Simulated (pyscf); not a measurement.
Single points on ωB97X-D3(BJ)/def2-SVP structures (PySCF, gas phase). MP2 and CC: frozen core, UHF for open shells. ΔMP2 is the change of the MP2 total energy from the triple- to the quadruple-zeta basis.

SMILES: ClC=[SiH2]
```xyz
6

Si    -1.6172    -0.5642     0.3177
C     -0.5338     0.5690    -0.3695
Cl     1.0115     0.1552    -1.0403
H     -2.9148    -0.1075     0.8643
H     -1.3187    -2.0109     0.3964
H     -0.7585     1.6387    -0.4259
```

### Question
What is the homolytic dissociation enthalpy (298 K, CCSD(T)/def2-TZVPP + ΔMP2(QZVPP)) of the C–H bond of H₂Si=CH–Cl, to H₂Si=C•–Cl + H•?

### Answer
C–H to H₂Si=C•–Cl + H•: 104.3 kcal/mol. The radicals are drawn with the spin at the cut bond; how far it spreads was not checked. H₂Si=CH–Cl lies 53.2 kcal/mol over its isomer H₃C–Si:–Cl [singlet] (electronic energy, ωB97M-D3(BJ)/def2-TZVP). H₂Si=C•–Cl lies 59.0 kcal/mol over its isomer [H₂C=Si–Cl]• (electronic energy, ωB97M-D3(BJ)/def2-TZVP). The CCSD(T) − MP2 part came from Ansatz, without density fitting, on the same reference. An open-shell T1 diagnostic exceeds 0.045. A UHF reference is spin-contaminated (<S²> up to 1.20), which harms MP2 most.
